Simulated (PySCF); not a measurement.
Species: acetamide, C₂H₅NO.
Structure used (GFN2-xTB), in Å, numbered top down from 1:
```xyz
9
C2H5NO angstrom
C     -1.0962   -0.0122    0.0826
C      0.2761    0.4578   -0.3513
N      1.2875   -0.3121    0.1216
O      0.4750    1.4240   -1.0487
H     -1.1874    0.0703    1.1636
H     -1.2459   -1.0507   -0.2037
H     -1.8545    0.6059   -0.3881
H      2.2354   -0.0683   -0.1107
H      1.1236   -1.1087    0.7096
```

Level of theory: PySCF 2.14.0, density-fitted response routines, TDDFT PBE0/def2-SVPD, vertical, gas phase, core orbitals frozen in the response.

Ground-to-excited transition dipoles (e·a0, same axes as the geometry; the sign carries no meaning), for the states with f of 0.002 or more among the lowest 8:

```json
{"state": "S2", "E (eV)": "6.771", "μx": "-0.410", "μy": "-0.002", "μz": "0.036"}
{"state": "S3", "E (eV)": "7.110", "μx": "-0.021", "μy": "-0.133", "μz": "-0.185"}
{"state": "S4", "E (eV)": "7.551", "μx": "-0.405", "μy": "0.574", "μz": "-0.373"}
{"state": "S5", "E (eV)": "8.138", "μx": "0.349", "μy": "-0.521", "μz": "0.339"}
{"state": "S6", "E (eV)": "8.307", "μx": "-0.013", "μy": "-0.064", "μz": "-0.142"}
{"state": "S7", "E (eV)": "8.347", "μx": "0.353", "μy": "-0.016", "μz": "-0.011"}
{"state": "S8", "E (eV)": "8.666", "μx": "0.049", "μy": "0.048", "μz": "0.091"}
```

(1) What oscillator strength does each state have?

(2) Which bond between heavy atoms lies closest to the direction of the S4 transition dipole?

(3) What angle do the transition dipoles of S4 and S5 make?

(4) How is the summed strength of these states shared among x, y and z?

(5) What peak molar absorption coefficient would the strongest computed level give as a lone Gaussian band 0.3 eV wide at half height?

Results:

(1) f = (2/3) ΔE |μ|² with ΔE in hartree (27.2114 eV).

```
state  |μ|² (au)  |μ| (D)      f
   S2      0.169     1.05  0.028
   S3      0.052     0.58  0.009
   S4      0.632     2.02  0.117
   S5      0.509     1.81  0.101
   S6      0.024     0.40  0.005
   S7      0.125     0.90  0.026
   S8      0.013     0.29  0.003
```

(2) C2–N3, at 18° from it; next C2–O4 at 40°.

(3) |cos θ| = |μa·μb| / (|μa| |μb|) = 1.00, so θ ≈ 1° (taken between 0 and 90°, since the signs are arbitrary).

(4) (2/3) Σ ΔE μα² gives 0.109 for x, 0.119 for y and 0.061 for z, 0.289 in all.

(5) ε(max) = 2.175×10⁸ f / FWHM, with the width in cm⁻¹. S4: 2.175×10⁸ × 0.1170 / 2420 ≈ 11000 L mol⁻¹ cm⁻¹.

On an Arm Neoverse V1 with one thread (shared host), this took 7.5 s of wall time.
